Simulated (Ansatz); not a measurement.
**AlH3O (triplet): the correlation ladder at distance Al1–H4 along a hydrogen transfer = 1.919 Å, cc-pVDZ**

One table from this session's results is given with a row withheld; the runs are named, their logs left out.

Program: Ansatz 0.2.0, Gaussian basis. Level of theory: cc-pVDZ, core rule «outside noble gas», up to 6 orbitals frozen. These are calculated values, not measurements.

Plan: UHF; CCSD(T) on ROHF; CCSD(T) on UHF; BCCD(T) on ROHF; CISD; CCSDT(Q) on ROHF; CCSDT(Q) on UHF; CASSCF and MRCISD+Q, 4 electrons in 4 orbitals; CASSCF and NEVPT2, 4 electrons in 4 orbitals.

13 further runs of the same task are left out: 9 for a known fault of the program, 1 for a mislabelled method, 3 that didn't finish.

## The geometry

The geometry derives from fragments relaxed apart (PBE0/def2-TZVP) and kept rigid, so it is no stationary point. A hydrogen atom is moved between rigid fragments.

5 atoms, charge 0, spin multiplicity 3.

Atoms are counted from 1 here; the program's logs count them from 0.

Bond lengths: Al1–H2 1.586 Å, Al1–H3 1.586 Å, Al1–H4 1.919 Å, H4–O5 1.046 Å. Angles: H2–Al1–H3 120.0°, H2–Al1–H4 120.0°, H3–Al1–H4 120.0°, Al1–H4–O5 180.0°.

Coordinates:

```csv
atom,x (Å),y (Å),z (Å)
Al1,-1.0385,0.0000,0.0000
H2,-1.8314,1.3734,0.0000
H3,-1.8314,-1.3734,0.0000
H4,0.8805,0.0000,0.0000
O5,1.9265,0.0000,0.0000
```

Set-up of the first run:

The input, in.yaml:

```yaml
crystal:
  periodic: [false, false, false]
  atoms:
    - {symbol: Al, position_ang: [-1.038458, 0.000000, 0.000000]}
    - {symbol: H, position_ang: [-1.831382, 1.373384, 0.000000]}
    - {symbol: H, position_ang: [-1.831382, -1.373384, 0.000000]}
    - {symbol: H, position_ang: [0.880542, 0.000000, 0.000000]}
    - {symbol: O, position_ang: [1.926542, 0.000000, 0.000000]}
basis:
  gaussian: {orbitals: cc-pVDZ}
magnetization: {spin_polarized: true, initial_magnetization: 2}
hamiltonian: {xc: hf}
output: {orbitals: {seedname: orbitals}}
```

Run with:

```sh
> ansatz run in.yaml --threads 1 --pin off --events-out ev --progress --plain --max-ram 2393MiB
```

Among the steps run: UHF; CCSD(T) on ROHF; CCSD(T) on UHF; BCCD(T) on ROHF; CISD; CCSDT(Q) on ROHF; CCSDT(Q) on UHF; CASSCF and MRCISD+Q, 4 electrons in 4 orbitals; CASSCF and NEVPT2, 4 electrons in 4 orbitals.

One of the session's tables, all rows but one given; the rest of the session is left out.

```
       method  from UCCSDT(Q) (meV)
         ROHF               +7082.5
          UHF               +6864.7
         RMP2               +1054.8
         UMP2               +1078.0
         CISD                +612.9
        RCCSD                +137.9
        UCCSD                +133.4
     RCCSD(T)                 +31.8
     UCCSD(T)                 +31.0
      BCCD(T)                 +31.5
       RCCSDT                 +10.6
       UCCSDT                  +9.4
    RCCSDT(Q)                  +1.3
    UCCSDT(Q)                     0
  CASSCF pair                     ?
  NEVPT2 pair               +1031.8
  MRCISD pair                +527.4
MRCISD+Q pair                 +52.4
```

Q: Estimate the row for CASSCF pair from the others.

As computed: from UCCSDT(Q) (meV): +6385.7. In the column «from UCCSDT(Q) (meV)» it lies between UMP2 (+1078.0) and UHF (+6864.7).

Among the levels timed on like hardware and quicker than the yardstick, those that no quicker one beats, quickest first: NEVPT2 pair (0.96 s, +1031.8 meV); MRCISD+Q pair (1.2 s, +52.4 meV); BCCD(T) (2.8 s, +31.5 meV); UCCSD(T) (5.5 s, +31.0 meV).

To keep in mind: Of the multireference levels listed MRCISD+Q pair comes nearest in total energy (+52.4 meV), which doesn't show that its space is the better one. Restricted and unrestricted rows rest on different reference determinants; where their highest levels disagree by more than a few hundredths of an eV, they describe different states and don't form one ladder.
